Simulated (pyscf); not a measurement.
Structures and frequencies: ωB97X-D3(BJ)/def2-SVP in PySCF.

Question: Estimate the classical barrier height and the reaction energy of Li–NH₂ + H₃C–NH–CH₃ → Li–N(CH₃)–CH₃ + NH₃ at ωB97M-D3(BJ)/def2-TZVP. The step runs on the singlet surface, breaks Li–N, H–N and forms Li–N, H–N; take the separated reactants as zero.

Answer: ΔE‡ = -11.9 kcal/mol, ΔE = +2.3 kcal/mol. Zero-point energy shifts the barrier by -1.0 kcal/mol. It is a four-centre exchange, with an imaginary mode of 1184i cm⁻¹. On the reactant side the descent ends in an adduct with a Li–N, H–Li contact, 21.5 kcal/mol under the separated species and 8.0 kcal/mol under the saddle at ωB97X-D3(BJ)/def2-TZVP. On the product side the descent ends in an adduct with a Li–N, H–Li contact, 21.2 kcal/mol under the separated species and 5.9 kcal/mol under the saddle at ωB97X-D3(BJ)/def2-TZVP. At ωB97M-D3(BJ) the saddle lies under the separated reactants, which points to a path from their complex (located at ωB97X-D3(BJ) alone). At ωB97M-D3(BJ) the saddle lies under the separated products, which points to a path from their complex (located at ωB97X-D3(BJ) alone), and parting the products costs more than the saddle. What is counted as formed (Li–N) is already present as a longer contact in the reactant adduct; forming that adduct is a step of its own. What is counted as broken (Li–N) persists as a longer contact in the product adduct; parting that adduct is a step of its own. H₃C–NH–CH₃ lies 7.8 kcal/mol over its isomer H₃C–CH₂–NH₂ (electronic energy, ωB97M-D3(BJ)/def2-TZVP). One saddle was located; it need not be the lowest between these sides.
